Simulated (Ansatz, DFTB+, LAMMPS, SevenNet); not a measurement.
# TA phonon frequency at X of 3C-SiC: levels of theory against measurement

Reference value: 373 cm⁻¹ (measured, temperature not stated, not corrected to a static lattice; as tabulated in Wang et al. (1996), arXiv:mtrl-th/9510002).

```
level (code)                       value (cm⁻¹)  cell (Å³/atom)  difference (%)
---------------------------------  ------------  --------------  --------------
Tersoff SiC_1994.tersoff (LAMMPS)           446            9.80           +19.6
DFTB cp2k-nonscc (DFTB+)                    381           10.53            +2.1
SevenNet-l3i5 (SevenNet)                    332           10.50           -11.0
LDA (Ansatz)                                365           10.14            -2.1
PBE (Ansatz)                                360           10.50            -3.5
```

Nearest, and too close to rank with a margin of 3.0 % (twice that across the reference) picked here for doubts on the reference and the settings, and for temperature and zero-point motion: DFTB cp2k-nonscc (+2.1 %), LDA (-2.1 %), PBE (-3.5 %). Tersoff SiC_1994.tersoff (+19.6 %) misses by most. Within 10 %: DFTB cp2k-nonscc, LDA, PBE.

The reference has no zero-point or thermal correction, while the calculations are for a static lattice, so the differences are not the levels' errors alone.  DFTB cp2k-nonscc: this tight-binding set is not self-consistent in the charges. Each level is taken at its own relaxed cell. Ansatz's density-functional and Hartree–Fock values are scalar-relativistic unless marked +SOC, with PAW data made under PBE.

Empirical potentials (Tersoff SiC_1994.tersoff) are fitted to chosen data, which need not cover the solid at hand: agreement can be built in, and what lay outside the fit can be far off. Machine-learned potentials (SevenNet-l3i5) are trained on DFT data, which may include these solids.

Differences are worked out from the printed values.

Ansatz is an electronic-structure program.
